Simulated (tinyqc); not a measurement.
The integration grid: Kohn-Sham B3LYP on finer and finer grids in the sto-6g basis, for CH2, spin multiplicity 1. Computed by the program tinyqc with PySCF. Self-consistent on each grid; the net force on the molecule should vanish.

Geometry (angstrom):
```
atom,x,y,z
C,0.0000,0.0000,0.0000
H,0.0000,0.8990,0.5030
H,0.0000,-0.8990,0.5030
```

Kohn-Sham energy on Becke grids (radial x angular points per atom):
```
grid,points,residual of the electron count,E (hartree),E - finest (mhartree),largest net force without grid terms (hartree/bohr)
10 x 14,418,2.03e-02,-38.985361,-13.790356,3.75e-02
15 x 26,1164,1.69e-02,-38.976671,-5.100382,2.94e-03
20 x 50,2994,-5.74e-04,-38.971990,-0.418884,6.63e-04
30 x 86,7726,3.07e-04,-38.971621,-0.050086,4.25e-04
50 x 194,29084,-3.18e-06,-38.971569,0.001501,1.83e-06
75 x 302,67892,1.79e-07,-38.971571,-0.000048,1.06e-07
120 x 590,212154,-2.57e-10,-38.971571,0.000000,3.15e-08
```

What does the comparison show, and why?

The energy is within 0.1 mhartree of the finest grid first at 30 x 86. The error has both signs, since quadrature is not variational. The electron count and the net force are cheap signs of a poor grid.
